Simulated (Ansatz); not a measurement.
Compare A (`C=CN(C)C`) with its isomer B (`NC1CCC1`).

Isolated molecules relaxed with PBE0-D4/def2-TZVP in Ansatz; ΔE leaves out vibrations. CBS: MP2 limit from def2 TZ/QZ plus the TZ coupled-cluster correction, frozen cores. Functionals use def2-TZVPP. B3LYP here is the variant with VWN-RPA as its local correlation; programs differ in this. One conformer a species, not always the lowest.

A:

```xyz
14

C     2.0595   -0.2067    0.1723
C     1.0023    0.4428   -0.3274
N    -0.3093    0.3296    0.0620
C    -0.6366   -0.6758    1.0330
C    -1.3229    0.6052   -0.9232
H     3.0496    0.0382   -0.1851
H     1.9786   -0.9644    0.9403
H     1.1503    1.1768   -1.1153
H    -0.0079   -0.5565    1.9182
H    -1.6789   -0.5621    1.3347
H    -0.4938   -1.6984    0.6494
H    -1.0153    1.4529   -1.5379
H    -2.2618    0.8670   -0.4294
H    -1.5139   -0.2487   -1.5916
```

B:

Z-matrix (Å, degrees):
```
C
C 1 1.550
N 1 1.438 2 123.2
C 1 1.536 2 88.0 3 -121.9
H 1 1.095 2 109.2 3 128.3
C 2 1.539 1 87.8 3 142.5
H 2 1.094 1 110.1 3 30.8
H 2 1.092 1 118.7 3 -95.6
H 3 1.012 1 111.4 2 73.2
H 3 1.013 1 110.7 2 -46.3
H 4 1.091 1 118.3 2 -143.2
H 4 1.094 1 110.1 2 91.1
H 6 1.092 2 111.5 1 91.9
H 6 1.090 2 117.9 1 -141.4
```

(1) Which is lower in electronic energy at CCSD(T)/CBS, and by how much? (Best estimate.)

(2) Give E(B) − E(A) in kcal/mol with MP2/def2-TZVPP, CCSD(T)/def2-TZVPP, HF/def2-TZVPP, PBE0-D4, B3LYP, ωB97M-V, PBE-D4. (An estimate is asked.)

Largest T1 diagnostic: 0.011.

Answers

(1) Computed: B, by 4.8 kcal/mol.

(2) The calculation gave: MP2/def2-TZVPP -6.1, CCSD(T)/def2-TZVPP -4.8, HF/def2-TZVPP -1.4, PBE0-D4 -5.7, B3LYP 0.8, ωB97M-V -5.0, PBE-D4 -2.8. The order is the other way round with B3LYP.

In def2-TZVPP, CCSD(T) changes the Hartree–Fock value by −3.4 kcal/mol (the triples alone add +0.6 kcal/mol) and MP2 by −4.7 kcal/mol. From PBE to PBE0 (25 % exact exchange), in def2-TZVPP and without D4, E(B) − E(A) moves by −2.9 kcal/mol.
